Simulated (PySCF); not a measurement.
Input of a run (PBE0-D3(BJ)/def2-SVP geometry optimisation, gas phase (PySCF 2.14.0)), started from GFN2-xTB:
```
{"job": {"xc": "PBE0", "basis": "def2-SVP", "d3": "d3bj", "grid": 1, "kind": "geom"}, "charge": 0, "multiplicity": 1}
C     -0.578013     1.806416    -0.034521
C     -0.369830     0.558880     0.827057
C     -0.201303    -0.670996    -0.040515
C     -1.472417    -1.367790    -0.417672
N      0.877269    -1.151924    -0.476477
C      2.167342    -0.593739    -0.188634
H     -1.479541     1.709311    -0.635376
H     -0.677019     2.689262     0.594104
H      0.262652     1.954580    -0.709227
H      0.509135     0.693971     1.460370
H     -1.236649     0.420185     1.475788
H     -1.259974    -2.172496    -1.114436
H     -1.946715    -1.780291     0.471861
H     -2.166121    -0.663645    -0.873464
H      2.844870    -0.920304    -0.978000
H      2.533099    -0.998022     0.758677
H      2.186219     0.498632    -0.129446
```

Output (energies in Eh, forces in Eh/bohr):
```
step   0  E = -251.40907668  max force = 0.011865
step   1  E = -251.41122728  max force = 0.002660
step   2  E = -251.41128096  max force = 0.000883
step   3  E = -251.41132341  max force = 0.001570
step   4  E = -251.41144665  max force = 0.005325
step   5  E = -251.41166378  max force = 0.009066
step   6  E = -251.41188963  max force = 0.005563
step   7  E = -251.41208044  max force = 0.001154
step   8  E = -251.41209234  max force = 0.000593
step   9  E = -251.41209733  max force = 0.000686
step  10  E = -251.41210032  max force = 0.000251
optimisation converged
```

Problem. Summarise the run.

Solution. The energy falls by 1.9 kcal/mol over 11 energy and gradient evaluations, the largest force component goes from 0.0119 to 2.5e-04 Eh/bohr, and the atoms move by 0.313 Å rms after alignment. Among the bonds, C4–H13 and C4–H14 change most and about equally (+0.014 to +0.015 Å). Bonds longer at the end by more than 0.005 Å: 12 of 16; shorter: 0. Among the angles that change most is H15–C6–H16, from 108.0° to 105.8°. Among the dihedrals that turn most is C3–N5–C6–H16, from 86° to 129°. The energy never rose by more than 1e-6 Eh on the way. The first step brought 71 % of the lowering.

Problem. What are the final bond lengths?

Solution. C1–C2 1.527 Å, C2–C3 1.517 Å, C3–C4 1.502 Å, C3=N5 1.272 Å, N5–C6 1.433 Å, C1–H7 1.101 Å, C1–H8 1.100 Å, C1–H9 1.101 Å, C2–H10 1.101 Å, C2–H11 1.102 Å, C4–H12 1.097 Å, C4–H13 1.103 Å, C4–H14 1.103 Å, C6–H15 1.103 Å, C6–H16 1.102 Å, C6–H17 1.106 Å. Numbering counts from 1 in the input's order; the species is `CC/C(C)=N\C`.

The run used 139 basis functions and 70 SCF cycles in all.

No frequency check. The numbers are those of one conformer.
